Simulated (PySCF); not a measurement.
A made-up structure of SiH$_{2}$O$_{2}$, singlet:

```
atom    x (Å)    y (Å)    z (Å)
  O1   0.3874  -0.8640   1.7301
 Si2  -0.2915  -0.3871   0.2543
  O3   0.3324   0.8534  -0.9079
  H4  -1.6747  -0.9604  -0.4350
  H5   1.2463   1.3581  -0.6414
```

It is relaxed with PBE-D4/def2-SVP and then PBE0-D4/def2-TZVP (PySCF 2.14 with density fitting (its default auxiliary sets; JK sets also for MP2 and CCSD(T))). Atoms count as bonded within 1.22 times the sum of their covalent radii (H–H: 0.88 Å). The end point is not checked to be a true minimum.

Problem. Does its bonding change? (A judgement: the text doesn't fix the answer.)

Solution. The calculation gives: No: no bond forms or breaks.

Where it ends: The first stage lowers the energy by 1.11 eV in 11 steps. It ends as SiH₂O₂ ([O][SiH][OH]):
```
atom    x (Å)    y (Å)    z (Å)
  O1   0.3963  -0.7661   1.5262
 Si2  -0.2430  -0.3415   0.2239
  O3   0.2820   0.7736  -0.8224
  H4  -1.4876  -0.8613  -0.3651
  H5   1.0999   1.2290  -0.6002
```

Labels in which every atom is bracketed show which atoms are joined, not bond orders.

For scale, one of the runs: PBE0-D4/def2-TZVP relaxation, 111 basis functions, launched by `OMP_NUM_THREADS=2 python run.py`. Hardware: 2 CPU threads of an AMD EPYC 7B13, shared host. Wall time 21 s; peak host memory 1.1 GiB.
